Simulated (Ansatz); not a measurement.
# C₂H₄F₂O: how energies converge with the basis set

Aim: see how fast density functionals converge with the basis set for C₂H₄F₂O.

Method: one geometry, several basis sets; program: Ansatz 0.2.0, Gaussian basis.

Plan: PBE0-D4/def2-SVP; ωB97M-V/def2-SVP; PBE0-D4/def2-QZVPP; ωB97M-V/def2-QZVPP; the functionals' def2-TZVPP values are taken from earlier runs.

## Step 1: Structure used throughout

An earlier PBE0-D4 in a triple-zeta def2 set relaxation fixed the geometry.

SMILES `OC(F)CF`, 9 atoms, charge 0, spin multiplicity 1.

Atoms are counted from 1 here; the program's logs count them from 0.

Bond lengths: O1–C2 1.366 Å, O1–H6 0.965 Å, C2–F3 1.385 Å, C2–C4 1.513 Å, C2–H7 1.094 Å, C4–F5 1.382 Å, C4–H8 1.093 Å, C4–H9 1.092 Å. Angles: C2–O1–H6 108.0°, O1–C2–F3 110.3°, O1–C2–C4 112.6°, O1–C2–H7 107.9°, F3–C2–C4 108.2°, F3–C2–H7 107.0°, C4–C2–H7 110.7°, C2–C4–F5 108.9°, C2–C4–H8 109.8°, C2–C4–H9 110.7°, F5–C4–H8 108.2°, F5–C4–H9 108.7°, H8–C4–H9 110.4°.

## Step 2: PBE0-D4 in def2-SVP

The input, in.yaml:

```yaml
crystal:
  periodic: [false, false, false]
  atoms:
    - {symbol: O, position_ang: [0.966820, 1.065548, -0.641672]}
    - {symbol: C, position_ang: [0.688260, -0.156278, -0.097355]}
    - {symbol: F, position_ang: [0.780523, -1.144532, -1.062710]}
    - {symbol: C, position_ang: [-0.694070, -0.220020, 0.513198]}
    - {symbol: F, position_ang: [-1.606400, 0.297824, -0.386607]}
    - {symbol: H, position_ang: [0.198182, 1.345648, -1.154060]}
    - {symbol: H, position_ang: [1.452968, -0.370657, 0.655009]}
    - {symbol: H, position_ang: [-0.727048, 0.388342, 1.420766]}
    - {symbol: H, position_ang: [-0.970835, -1.252175, 0.736329]}
basis:
  gaussian: {orbitals: def2-SVP}
hamiltonian: {xc: pbe0, dispersion: d4}
output: {orbitals: {seedname: orbitals}}
```

The run is started by

```
$ ansatz run in.yaml --threads 2 --pin off --events-out ev --progress --plain --max-ram 4352MiB
```

Further steps of the session: ωB97M-V in def2-SVP; PBE0-D4 in def2-QZVPP; ωB97M-V in def2-QZVPP.

**Question.** What will the summary of the whole plan be? Wanted: PBE0-D4: double and triple zeta above quadruple; ωB97M-V: double and triple zeta above quadruple.

The runs gave:

| quantity | value |
| --- | --- |
| PBE0-D4: double and triple zeta above quadruple | 12.11, 0.51 eV |
| ωB97M-V: double and triple zeta above quadruple | 12.41, 0.49 eV |

For PBE0-D4 the step from double to triple zeta gains 11.60 eV and the next only 0.51 eV. Total energies overstate the basis error of differences, where much of it tends to cancel. The LUMO of ωB97M-V is positive and keeps falling with the basis (3.60 to 1.92 eV): an unbound level that the basis holds in place.
